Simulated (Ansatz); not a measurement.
Consider the substitution at a C–C bond: `C=CC(C)(F)Cl` + H–F → `C=CC(F)(F)Cl` + CH₄.

Calculated with Ansatz (gas phase, PBE0-D4/def2-TZVP geometries, no zero-point term in ΔE). CCSD(T)/CBS is the MP2 limit (def2-TZVPP, def2-QZVPP) plus CCSD(T) − MP2 in def2-TZVPP, frozen cores. This one scheme is used for every species. Functionals use def2-TZVPP. One conformer a species, not always the lowest.

```tsv
level	ΔE (kcal/mol)
B2PLYP	3.2
PBE	1.4
HF/def2-TZVPP	1.0
SCS-MP2/def2-TZVPP	6.1
CCSD/def2-TZVPP	5.3
HF/def2-QZVPP	1.1
SCS-MP2/def2-QZVPP	7.1
HF/CBS(def2)	1.1
```

Q: What does CCSD(T)/CBS give? (An estimate is asked.)

A: The calculation gave: +7.0 kcal/mol. The listed levels differ from it by -3.8, -5.6, -6.0, -0.9, -1.7, -5.9, 0.1, -5.9 kcal/mol.

Largest T1 diagnostic among the species: 0.012.

The D4 term adds +1.9 kcal/mol with B3LYP and +1.1 kcal/mol with PBE0; it sums over pairs of atoms, weighted by their polarisabilities, and B3LYP, whose exchange is more repulsive, gets the larger term. From PBE to PBE0 (25 % exact exchange), in def2-TZVPP and without D4, ΔE moves by +1.4 kcal/mol.

B3LYP here is the variant with VWN-RPA as its local correlation; programs differ in this.
